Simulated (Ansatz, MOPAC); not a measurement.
Barrier height from FH + CH3 (SMILES [CH3]) to the transition structure CH4F, without zero-point energy, on the benchmark's geometries as Psi4's copy of the set gives them.
Transition structure (charge 0, multiplicity 2):
```xyz
6

H     -0.03976     0.00000     0.04411
F     -0.04932     0.00000     1.28255
C     -0.06154     0.00000     2.95116
H      0.99050     0.00000     3.19428
H     -0.59007     0.91236     3.18348
H     -0.59007    -0.91236     3.18348
```

Open shells are unrestricted; no spin–orbit coupling.

The state that AM1 reach isn't checked.

Codes used: Ansatz (a first-principles code); MOPAC for AM1 (differences of heats of formation). 

**Question.** One of these levels gives 73.17 kcal/mol for the barrier height. Name it.
A. AM1
B. revPBE/def2-TZVPPD
C. HF/aug-cc-pVTZ

**Answer.** C, HF/aug-cc-pVTZ. The others give 58.39 (AM1), 45.30 (revPBE/def2-TZVPPD)
